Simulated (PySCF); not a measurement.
Bond length, frequency and bond energy of NaAl by level of theory

State: ¹Σ⁺ (singlet), closed shell. Set-up: Na aug-cc-pVDZ, Al aug-cc-pV(D+d)Z; no relativity (PySCF 2.14). De refers to Na + Al in their high-spin ground configurations, without counterpoise correction. A positive dipole means Na(−)Al(+).

```tsv
Level	Re (Å)	ωe (cm⁻¹)	De (eV)	μ (D)
RHF-MP2	3.203	186	0.478	n/a
RHF-SCS-MP2	3.208	184	0.53	n/a
RHF-CCSD	3.211	178	0.65	n/a
RHF-CCSD(T)	3.218	175	0.70	n/a
PBE	3.162	183	0.83	-2.02
PW91	3.160	183	0.85	-2.08
r²SCAN	3.183	184	0.62	-2.56
PBE0	3.150	190	0.71	-2.69
B97-3	3.135	192	0.89	-2.48
CAM-B3LYP	3.097	199	0.65	-2.80
B2PLYP	3.158	187	0.68	-2.74
```

(1) Which functional lies closest to RHF-CCSD(T) in De, which farthest, and by how much do they differ from it?

(2) What does a quarter of exact exchange do here, going from PBE to PBE0?

(3) What does the step from GGA to meta-GGA do here, going from PBE to r²SCAN?

Correlated steps freeze 6 core orbitals. Closed-shell solutions of metal pairs were not tested for spin polarisation, which can lower them a little. Correlated levels converge slowly with the basis: in double zeta they bind strong bonds too weakly, by up to about 1 eV, and carry superposition errors of some tenths. Where the molecule has an RHF reference, its open-shell atoms are computed with UHF. B2PLYP dipoles, levels and charges come from its SCF part alone.

The whole job (state search and all levels along the bond) took about 2.3 min on 1 thread of Arm Neoverse V1 (shared host), peak memory 0.81 GiB.

Results:

(1) Closest is PBE0 (-6.8 pm in Re, +8.6 % in ωe, +0.01 eV in De against RHF-CCSD(T) in the same basis), farthest B97-3 (-8.3 pm in Re, +9.7 % in ωe, +0.19 eV in De). CCSD(T) converges more slowly with the basis than the functionals do and binds too weakly in this one, so the order can change at the basis-set limit.

(2) PBE0 less PBE: -1.2 pm in Re, +3.8 % in ωe, -0.12 eV in De. Exact exchange removes part of the self-interaction that spreads semilocal densities, and in most molecules shortens and stiffens the bond and lowers De; so it does here.

(3) r²SCAN less PBE: +2.1 pm in Re, +0.5 % in ωe, -0.21 eV in De.
